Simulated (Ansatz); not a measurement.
## [H···H···BH$_{2}$], doublet in 6-31G: errors against full CI

All five atoms lie in one plane.

Geometry: a point of a hydrogen-transfer path between rigid fragments, not a stationary point.

```xyz
5

H    -2.2168    0.0000    0.0000
H    -1.3998    0.0000    0.0000
B     0.2042    0.0000    0.0000
H     0.7133    0.0000    1.0770
H     0.7133    0.0000   -1.0770
```

Basis 6-31G; Ansatz 0.2.0. Correlated methods freeze the noble-gas cores, which leaves 7 electrons in 16 orbitals. Prefix R: restricted or restricted open-shell reference. Active spaces: pair = (3e, 3o) about the gap; valence = (7e, 8o) chosen from the atoms' valence shells.

Full CI is exact within this basis and frozen core; it isn't the basis-set limit.

For open shells CISD is restricted-active-space CI with the open shells as a complete middle space.

- UHF ⟨S²⟩: 0.773
- T1 diagnostic (RCCSD): 0.0218
- largest doubles amplitude (RCCSD): 0.060
- T1 diagnostic (UCCSD): 0.0102

Question: From what is known of these methods and the diagnostics, rank them by the size of their error in total energy against full CI in 6-31G, smallest first (an estimate: the text doesn't fix the numbers).
A. MRCISD (pair space)
B. RMP2
C. NEVPT2 (valence space)
D. NEVPT2 (pair space)
E. RHF

Answer: A (2.52 mEh), C (7.88 mEh), D (17.59 mEh), B (24.04 mEh), E (87.92 mEh).

All errors are against full CI in 6-31G. Within each family the higher level lies nearer, as is usual though not guaranteed.

The full-CI state has the irrep A1 of C2v, in the program's axes.

Natural occupations of full CI about the gap: 1.969 1.969 1.965 0.994 0.027 0.021 0.018 0.013 0.006 0.006; effectively unpaired electrons, Σ n²(2−n)², 1.02.
